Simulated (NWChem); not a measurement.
All runs are NWChem calculations. System: CH3O, charge 0, spin multiplicity 2, at a geometry optimised with UB3LYP/def2-SVP. The structure started from a generated list of species. Its SCF solution wasn't tested for a lower state. Level: G0W0@UPBE0/def2-TZVP, RI basis def2-tzvp-rifit.

NWChem printed:

```
             Northwest Computational Chemistry Package (NWChem) 7.3.0
             --------------------------------------------------------

                                NWChem Input Module
                                -------------------

 Scaling coordinates for geometry "geometry" by  1.889725989
 (inverse scale =  0.529177249)

                             Geometry "geometry" -> ""
                             -------------------------

 Output coordinates in angstroms (scale by  1.889725989 to convert to a.u.)

  No.       Tag          Charge          X              Y              Z
 ---- ---------------- ---------- -------------- -------------- --------------
    1 C                    6.0000    -0.62890900     0.23846200     0.12343200
    2 O                    8.0000     0.58942200    -0.33029100    -0.08311800
    3 H                    1.0000    -1.46623000    -0.44293700    -0.04123300
    4 H                    1.0000    -0.75285300     1.31367200    -0.05054200
    5 H                    1.0000     1.27715700     0.34081900     0.01612800

 Effective nuclear repulsion energy (a.u.)      35.2691880513

            Nuclear Dipole moment (a.u.)
            ----------------------------
        X                 Y               Z
 ---------------- ---------------- ----------------
    -0.0000075589    -0.0000037795     0.0000018897


 Summary of "ao basis" -> "" (spherical)
 ------------------------------------------------------------------------------
       Tag                 Description            Shells   Functions and Types
 ---------------- ------------------------------  ------  ---------------------
 *                         def2-tzvp                  on all atoms

 new library libraries.bse/

 Summary of "ri basis" -> "" (spherical)
 ------------------------------------------------------------------------------
       Tag                 Description            Shells   Functions and Types
 ---------------- ------------------------------  ------  ---------------------
 *                      def2-tzvp-rifit               on all atoms

                                 NWChem DFT Module
                                 -----------------

 Summary of "ao basis" -> "ao basis" (spherical)
 ------------------------------------------------------------------------------
       Tag                 Description            Shells   Functions and Types
 ---------------- ------------------------------  ------  ---------------------
[...]
          17.073358115446          53.404302462301          -2.686399419862
           5.704328513706          -2.686399419862          68.178410844433

     Multipole analysis of the density
     ---------------------------------

     L   x y z        total         alpha         beta         nuclear
     -   - - -        -----         -----         ----         -------
     0   0 0 0     -0.000000     -9.000000     -8.000000     17.000000

     1   1 0 0      0.215592      0.577677     -0.362077     -0.000008
     1   0 1 0      0.556262      0.099771      0.456494     -0.000004
     1   0 0 1     -0.072945     -0.275229      0.202281      0.000002

     2   2 0 0     -7.579759    -21.963435    -19.542341     33.926017
     2   1 1 0      1.395224      5.313407      4.515052     -8.433235
     2   1 0 1      0.404676      1.855292      1.186943     -2.637559
     2   0 2 0     -9.214684    -10.863427     -9.964382     11.613125
     2   0 1 1     -0.134468     -0.826886     -0.570285      1.262703
     2   0 0 2    -10.786151     -6.863447     -4.462635      0.539932

 Task  times  cpu:        7.1s     wall:        7.1s

                                NWChem Input Module
                                -------------------

                                 NWChem GW Module
                                 ----------------

                             ***********************
                             ***        GW       ***
                             ***********************

 Summary of "ri basis" -> "ri basis" (spherical)
 ------------------------------------------------------------------------------
       Tag                 Description            Shells   Functions and Types
 ---------------- ------------------------------  ------  ---------------------
 C                      def2-tzvp-rifit             22       76   8s6p4d3f1g
 O                      def2-tzvp-rifit             22       76   8s6p4d3f1g
 H                      def2-tzvp-rifit              7       15   4s2p1d

                 Memory Information
                 ------------------
          Available GA per process is          1699.9 MBs
          Available stack per process is        700.0 MBs
          Available heap per process is           0.0 MBs

          Peak memory in Initialization
              Peak GA per process is                  2.9 MBs
              Peak stack per process is               0.1 MBs
              Peak heap per process is                3.0 MBs
              Memory not in MA per process            0.0 MBs

          Peak memory in AFF Calculation
              Peak GA per process is                 15.6 MBs
              Peak stack per process is              11.3 MBs
              Peak heap per process is                0.0 MBs
              Memory not in MA per process           11.3 MBs

          Computing 2-center integrals
          Computing Inverse Cholesky factor
          Computing 3-center integrals
          Computing V_xc ...

          Computing Sigma_x
          Computing RPA polarizability
          Solving quasiparticle equations

                  Alpha Orbitals
          State     Energy (eV)     Error (eV)
          -----------------------------------
@GW         6        -15.558           0.002
@GW         7        -13.602           0.004
@GW         8        -12.944           0.002
@GW         9         -7.704           0.002
@GW        10          3.006           0.004
@GW        11          4.446           0.004

                   Beta Orbitals
          State     Energy (eV)     Error (eV)
          -----------------------------------
@GW         5        -17.454           0.002
@GW         6        -15.325           0.002
@GW         7        -13.060           0.002
@GW         8        -12.532           0.002
@GW         9          1.857           0.002
@GW        10          3.069           0.004

   Applying  -2.4408 eV scissor-shift to rest of particle states

   Applying   2.0565 eV scissor-shift to rest of hole states

   Applying  -2.7939 eV scissor-shift to rest of particle states

   Applying   2.3719 eV scissor-shift to rest of hole states

     GW Timing Statistics
   ------------------------
   Init.   :          0.1s
     ERIs  :          0.2s
     Distr.:          0.0s
     Vxc   :          0.6s
   Sigma_x :          0.0s
   RPA     :          0.3s
   Wmn     :          0.0s
   Sigma_c :          0.0s
   GW total:          1.3s

 Task  times  cpu:        1.3s     wall:        1.3s

 Total times  cpu:        8.4s     wall:        8.4s
```

Question: Write an NWChem input that would produce this output.

Answer: One answer among several that fit: 
```
start mol
memory heap 200 mb stack 700 mb global 1700 mb
geometry units angstroms nocenter noautoz noautosym
  C     -0.628909     0.238462     0.123432
  O      0.589422    -0.330291    -0.083118
  H     -1.466230    -0.442937    -0.041233
  H     -0.752853     1.313672    -0.050542
  H      1.277157     0.340819     0.016128
end
basis spherical
  * library def2-tzvp
end
basis "ri basis" bse spherical
  * library def2-tzvp-rifit
end
dft
  xc pbe0
  odft
  mult 2
  iterations 100
  direct
  tolerances tight
end
task dft energy
gw
  states alpha occ 4 vir 2
  states beta occ 4 vir 2
end
task dft gw
```
